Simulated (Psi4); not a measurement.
# C4N2 (2-butynedinitrile) at B3LYP/6-31G(d) (Cartesian functions)

What is the vertical singlet–triplet gap of C4N2 (2-butynedinitrile) at B3LYP/6-31G* (Cartesian functions)? 

The results are computed with Psi4 1.11.

4 further runs of the same task are left out: 3 that didn't finish, 1 set aside as unsound or not needed.

### 1 The molecule

The species is C4N2 (6 atoms), meant as a singlet with charge 0. SMILES: `N#CC#CC#N`. The coordinates come from a PBE0-D4/def2-TZVP relaxation.

Bond lengths: N1–C2 1.155 Å, C2–C3 1.363 Å, C3–C4 1.207 Å, C4–C5 1.363 Å, C5–N6 1.155 Å. Angles: N1–C2–C3 180.0°, C2–C3–C4 180.0°, C3–C4–C5 180.0°, C4–C5–N6 180.0°.

### 2 Energy and forces at B3LYP/6-31G(d) (Cartesian functions)

The input, job.dat:

```
memory 2.2 GB

molecule system {
  N      0.017130    -3.020460     0.788950
  C      0.010700    -1.902840     0.497280
  C      0.003160    -0.583760     0.152900
  C     -0.003500     0.583960    -0.152150
  C     -0.010740     1.902850    -0.497210
  N     -0.016750     3.020250    -0.789760
  symmetry c1
}

set basis 6-31G*
set puream false
set e_convergence 1e-09
set d_convergence 1e-08
set scf_type pk
set dft_radial_points 99
set dft_spherical_points 590

e_tot, wfn = gradient("b3lyp", return_wfn=True)
oeprop(wfn, "QUADRUPOLE", "DIPOLE", "MULLIKEN_CHARGES")
```

Started as:

```sh
psi4 -n 1 job.dat job.out
```

job.out, cut to the lines that bear on the results:

```text
[...]
  Running in c1 symmetry.
[...]
  Nuclear repulsion =  144.352590511131666
[...]
  Multiplicity = 1
[...]
  Nalpha       = 19
  Nbeta        = 19
[...]
    Number of basis functions: 90
[...]
   @RKS iter   1:  -261.58696185554470   -5.89146e-01   7.66416e-03 DIIS/ADIIS
[...]
   @RKS iter  12:  -261.81268990021073   -4.03588e-12   9.53328e-10 DIIS
[...]
    Orbital Energies [Eh]
    ---------------------
    Doubly Occupied:
       1A    -14.393757     2A    -14.393754     3A    -10.295343
       4A    -10.292982     5A    -10.286486     6A    -10.286486
       7A     -0.962387     8A     -0.960254     9A     -0.859269
      10A     -0.750584    11A     -0.663566    12A     -0.448262
      13A     -0.448262    14A     -0.412294    15A     -0.410778
      16A     -0.407535    17A     -0.407535    18A     -0.328809
      19A     -0.328809
[...]
  @RKS Final Energy:  -261.81268990021073
   => Energetics <=
    Nuclear Repulsion Energy =            144.3525905111316661
    One-Electron Energy =                -637.1042146997272084
    Two-Electron Energy =                 259.5000485351651491
    DFT Exchange-Correlation Energy =     -28.5611142467803880
    Empirical Dispersion Energy =           0.0000000000000000
    VV10 Nonlocal Energy =                  0.0000000000000000
    Total Energy =                       -261.8126899002107848
[...]
  -Total Gradient:
     Atom            X                  Y                   Z
    ------   -----------------  -----------------  -----------------
       1       -0.000161312435     0.028212488028    -0.007365819632
       2        0.000135087285    -0.023390445627     0.006100804290
       3       -0.000074338136     0.013824303524    -0.003612794884
       4        0.000070344542    -0.013809088791     0.003621133918
       5       -0.000125691628     0.023354988121    -0.006117674882
       6        0.000155922963    -0.028192252202     0.007374324875
[...]
 Multipole Moments:
 ------------------------------------------------------------------------------------
     Multipole            Electronic (a.u.)      Nuclear  (a.u.)        Total (a.u.)
 ------------------------------------------------------------------------------------
 L = 1.  Multiply by 2.5417464519 to convert [e a0] to [Debye]
 Dipole X            :         -0.0002588           -0.0000010           -0.0002598
 Dipole Y            :          0.0001391            0.0000006            0.0001396
 Dipole Z            :          0.0005508            0.0000022            0.0005530
 Magnitude           :                                                    0.0006267
 L = 2.  Multiply by 1.3450342976 to convert [e a0^2] to [Debye ang]
 Quadrupole XX       :        -23.0836263            0.0197495          -23.0638768
 Quadrupole XY       :          3.5872439           -3.5154309            0.0718130
[...]
  Mulliken Charges: (a.u.)
   Center  Symbol    Alpha    Beta     Spin     Total
       1     N     3.71068  3.71068  0.00000 -0.42135
       2     C     3.03158  3.03158  0.00000 -0.06316
       3     C     2.75774  2.75774  0.00000  0.48451
       4     C     2.75772  2.75772  0.00000  0.48456
       5     C     3.03160  3.03160  0.00000 -0.06320
       6     N     3.71068  3.71068  0.00000 -0.42136
   Total alpha = 19.00000, Total beta = 19.00000, Total charge = -0.00000
    Psi4 run time: 0:00:35.52
```

Run time: 40 s. Hardware: 1 thread of Intel Xeon at 2.50GHz (Skylake/Cascade Lake), shared host; peak memory 0.98 GiB.

### 3 The triplet

The input, c4n2.xyz:

```xyz
6
C4N2
N      0.017130    -3.020460     0.788950
C      0.010700    -1.902840     0.497280
C      0.003160    -0.583760     0.152900
C     -0.003500     0.583960    -0.152150
C     -0.010740     1.902850    -0.497210
N     -0.016750     3.020250    -0.789760
```

The input, run.py:

```python
import psi4

psi4.set_memory(2200000000)
psi4.set_num_threads(1)
psi4.set_output_file('c4n2.out', False)

with open('c4n2.xyz') as f:
    atoms = ''.join(f.readlines()[2:])
m = psi4.geometry('0 3\n' + atoms + 'symmetry c1')

psi4.set_options({
    'basis': '6-31G*',
    'reference': 'uks',
    'puream': False,
    'e_convergence': 1e-09,
    'd_convergence': 1e-08,
    'scf_type': 'pk',
    'dft_radial_points': 99,
    'dft_spherical_points': 590,
    'maxiter': 100,
})

result, w = psi4.gradient('b3lyp', molecule=m, return_wfn=True)
psi4.oeprop(w, 'MAYER_INDICES', 'QUADRUPOLE', 'LOWDIN_CHARGES')
print('gradient / Eh bohr^-1')
print(result.np.round(6))
print(f'energy = {w.energy():.10f} Eh')
```

Started as:

```sh
python run.py
```

c4n2.out, cut to the lines that bear on the results:

```text
[...]
  Running in c1 symmetry.
[...]
  Nuclear repulsion =  144.352590511131666
[...]
  Multiplicity = 3
[...]
  Nalpha       = 20
  Nbeta        = 18
[...]
    Number of basis functions: 90
[...]
   @UKS iter   1:  -261.46374899073891   -4.65933e-01   7.24006e-03 ADIIS/DIIS
[...]
   @UKS iter  17:  -261.67520974461843   -1.93268e-12   7.06722e-09 DIIS
[...]
   @S^2 Observed:                2.018992089E+00
[...]
  @UKS Final Energy:  -261.67520974461843
   => Energetics <=
    Nuclear Repulsion Energy =            144.3525905111316661
    One-Electron Energy =                -636.8859218234218815
    Two-Electron Energy =                 259.4385513743321781
    DFT Exchange-Correlation Energy =     -28.5804298066603408
    Empirical Dispersion Energy =           0.0000000000000000
    VV10 Nonlocal Energy =                  0.0000000000000000
    Total Energy =                       -261.6752097446183711
[...]
  -Total Gradient:
     Atom            X                  Y                   Z
    ------   -----------------  -----------------  -----------------
       1       -0.000529441436     0.092484371099    -0.024142980885
       2        0.000776816983    -0.136249877528     0.035572596590
       3       -0.001106775977     0.195222228494    -0.050998022812
       4        0.001102642793    -0.195211368598     0.051007893983
       5       -0.000748106072     0.136215930098    -0.035632220213
       6        0.000504874075    -0.092461289292     0.024192711782
[...]
 Multipole Moments:
 ------------------------------------------------------------------------------------
     Multipole            Electronic (a.u.)      Nuclear  (a.u.)        Total (a.u.)
 ------------------------------------------------------------------------------------
 L = 1.  Multiply by 2.5417464519 to convert [e a0] to [Debye]
 Dipole X            :         -0.0002428           -0.0000010           -0.0002439
 Dipole Y            :          0.0001467            0.0000006            0.0001473
 Dipole Z            :          0.0005103            0.0000022            0.0005126
 Magnitude           :                                                    0.0005864
 L = 2.  Multiply by 1.3450342976 to convert [e a0^2] to [Debye ang]
 Quadrupole XX       :        -23.0825991            0.0197495          -23.0628495
 Quadrupole XY       :          3.5932098           -3.5154309            0.0777789
[...]
```

The script printed:

```text
gradient / Eh bohr^-1
[[-0.000529  0.092484 -0.024143]
 [ 0.000777 -0.13625   0.035573]
 [-0.001107  0.195222 -0.050998]
 [ 0.001103 -0.195211  0.051008]
 [-0.000748  0.136216 -0.035632]
 [ 0.000505 -0.092461  0.024193]]
energy = -261.6752097446 Eh
```

It took 73 s on 1 thread of Intel Xeon at 2.50GHz (Skylake/Cascade Lake), shared host; peak memory 0.98 GiB.

### 4 Results

At B3LYP/6-31G* (Cartesian functions):

| quantity | value |
| --- | --- |
| singlet: total energy | -261.81269 Eh |
| singlet: dipole moment | 0.00 D |
| singlet: HOMO energy | -8.95 eV |
| singlet: LUMO energy | -3.10 eV |
| singlet: HOMO–LUMO gap | 5.84 eV |
| singlet: largest force on an atom | 1.499 eV/Å |
| triplet: total energy | -261.67521 Eh |
| triplet: dipole moment | 0.00 D |
| triplet: HOMO energy (highest over α and β) | -5.23 eV |
| triplet: ⟨S²⟩ | 2.019 |
| triplet: largest force on an atom | 10.376 eV/Å |
| vertical energy of the triplet above the singlet | 3.741 eV |

At this shape the triplet lies 3.74 eV (86 kcal/mol) above the singlet. The largest force (singlet) is 1.50 eV/Å: the shape isn't a stationary point for this species at this level.
